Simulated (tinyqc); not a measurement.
Worked calculation: ROHF in the sto-6g basis, for NH3+, spin multiplicity 2. One step of it, computed by the program tinyqc.

Question. Iteration 2: DIIS coefficients. Solve [B -1; -1 0][c; lambda] = [0; -1] for the coefficients, which sum to one.

B (overlaps of the stored error matrices):
```
,1,2
1,1.7794676e-01,-4.8764601e-01
2,-4.8764601e-01,1.9956371e+00
```

Give: DIIS coefficients.

Answer.

DIIS coefficients: 0.7886  0.2114
